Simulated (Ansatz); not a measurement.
`NC[SiH3]` → `[CH2]N`• + `[SiH3]`• at 298.15 K and 1 bar (homolysis of the C–Si bond).

Computed with Ansatz on PBE0-D4/def2-TZVP structures; ΔE is electronic, products minus reactants. CCSD(T)/CBS is the MP2 limit (def2-TZVPP, def2-QZVPP) plus CCSD(T) − MP2 in def2-TZVPP, frozen cores. This one scheme is used for every species. No spin–orbit coupling; open shells (•) take unrestricted orbitals. Each species was taken in one conformer, which may not be the lowest.

```
   species  CCSD(T)/CBS energy (Eh)  H − E (kJ/mol)  S (J/(mol·K))
`NC[SiH3]`               -386.02732           224.2          295.0
 `[CH2]N`•                -95.09224           143.5          242.9
 `[SiH3]`•               -290.80808            66.0          217.1
```

H − E and S are ideal-gas, rigid-rotor, harmonic terms from PBE0-D4/def2-TZVP, for one conformer and one mirror image of each species, with the whole ground term of open shells counted as degenerate. 1 Eh = 2625.50 kJ/mol, R = 8.31446 J/(mol·K).

Question: By hand: ΔE, ΔH, ΔS and ΔG.

Answer: ΔE = (-95.09224) + (-290.80808) − (-386.02732) = 0.12700 Eh = 333.4 kJ/mol. Δ(H − E) = 143.5 + 66.0 − 224.2 = -14.7, so ΔH = 318.7 kJ/mol. ΔS = 242.9 + 217.1 − 295.0 = 165.0 J/(mol·K). ΔG = 318.7 − 298.15 × (165.0)/1000 = 269.5 kJ/mol.

Question: By hand: the equilibrium constant, and the temperature at which ΔG would vanish if ΔH and ΔS stayed fixed.

Answer: log₁₀ K = −ΔG/(RT ln 10) = -47.2. ΔG = 0 at ΔH/ΔS = 1932 K.

The number of gas molecules changes by +1, which sets the sign of ΔS. A doubt of 5 kJ/mol in ΔE shifts log₁₀ K by 0.9 here. Other conformers and mirror images would add mixing entropy, several J/(mol·K) or more a flexible species. These are equilibria of isolated gas molecules and say nothing of rates. Largest T1 diagnostic: 0.016 (customary marks: 0.02 for closed shells, 0.045 for open ones).
